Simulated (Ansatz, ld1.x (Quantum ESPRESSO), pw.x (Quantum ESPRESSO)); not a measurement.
# What a changed setting does to a pw.x run (fcc Mg)

Potential: norm-conserving Troullier–Martins (Kleinman–Bylander form), ld1.x (Quantum ESPRESSO) 7.5, LDA (PW92); core [Ne], reference 3s2 3p0; waves: 3s (bound): rc 2.80 bohr; 3p (bound, empty): rc 2.65 bohr; 3d channel at 0.2 Ry: rc 2.70 bohr; local part: all-electron potential smoothed inside 2.50 bohr (lloc = -2); core correction: a·sin(br)/r model core, default radius (core density twice the valence density).

The reference run (k-mesh 13³, cutoffs 50/200 Ry, Fermi–Dirac 0.01 Ry, mixing_beta 0.4, conv_thr 1e-9, no spin) gives -0.53 GPa at 21.873 Å³/atom, where all-electron LAPW gives -0.08 GPa. This run, with its own iteration cap, changes k-mesh points per axis to 3.

```
&control
  calculation='scf', prefix='x', pseudo_dir='./', outdir='./tmp', tstress=.true., disk_io='none'
/
&system
  ibrav=0, nat=1, ntyp=1, ecutwfc=50, ecutrho=200, nbnd=8,
  occupations='smearing', smearing='fd', degauss=0.01
/
&electrons
  conv_thr=1e-09, mixing_beta=0.4, electron_maxstep=60
/
ATOMIC_SPECIES
Mg 1.0 Mg.UPF
CELL_PARAMETERS angstrom
  0.00000000 2.21969235 2.21969235
  2.21969235 0.00000000 2.21969235
  2.21969235 2.21969235 0.00000000
ATOMIC_POSITIONS crystal
Mg 0.0000 0.0000 0.0000
K_POINTS automatic
3 3 3 0 0 0
```

```bash
pw.x < Mg.scf.in > Mg.scf.out
```

Q: How does the run end?

A: It converges in 7 iterations; the free energy moves by +157.3 meV/atom and the pressure by -0.13 GPa.

```
Message from routine setup:
     using ibrav=0 with symmetry is DISCOURAGED, use correct ibrav instead
     lattice parameter (alat)  =       5.9321  a.u.
     unit-cell volume          =     147.6063 (a.u.)^3
     number of electrons       =         2.00
     number of Kohn-Sham states=            8
     kinetic-energy cutoff     =      50.0000  Ry
     charge density cutoff     =     200.0000  Ry
     scf convergence threshold =      1.0E-09
     Exchange-correlation= PW
     number of k points=     4  Fermi-Dirac smearing, width (Ry)=  0.0100
     iteration #  1     ecut=    50.00 Ry     beta= 0.40
     total energy              =      -2.64682814 Ry
     estimated scf accuracy    <       0.00435706 Ry
     iteration #  2     ecut=    50.00 Ry     beta= 0.40
     total energy              =      -2.64627318 Ry
     estimated scf accuracy    <       0.00144431 Ry
     iteration #  3     ecut=    50.00 Ry     beta= 0.40
     total energy              =      -2.64630938 Ry
     estimated scf accuracy    <       0.00000136 Ry
     iteration #  4     ecut=    50.00 Ry     beta= 0.40
     total energy              =      -2.64630948 Ry
     estimated scf accuracy    <       0.00000017 Ry
     iteration #  5     ecut=    50.00 Ry     beta= 0.40
     total energy              =      -2.64630949 Ry
     estimated scf accuracy    <          1.1E-09 Ry
     iteration #  6     ecut=    50.00 Ry     beta= 0.40
     total energy              =      -2.64630949 Ry
     estimated scf accuracy    <          3.1E-09 Ry
     iteration #  7     ecut=    50.00 Ry     beta= 0.40
     the Fermi energy is     4.0316 ev
!    total energy              =      -2.64630949 Ry
     estimated scf accuracy    <          1.7E-11 Ry
     smearing contrib. (-TS)   =      -0.00014081 Ry
     The total energy is F=E-TS. E is the sum of the following terms:
     one-electron contribution =       1.34315356 Ry
     hartree contribution      =       0.00352661 Ry
     xc contribution           =      -1.80677604 Ry
     ewald contribution        =      -2.18607281 Ry
     convergence has been achieved in   7 iterations
          total   stress  (Ry/bohr**3)                   (kbar)     P=       -6.61
     Message from routine punch:
     Nothing written, as per user request (disk_io='none')
```

The run took about 0.4 s on one core of a shared host (Neoverse-V2, 96 threads, 742 GiB, load 13).
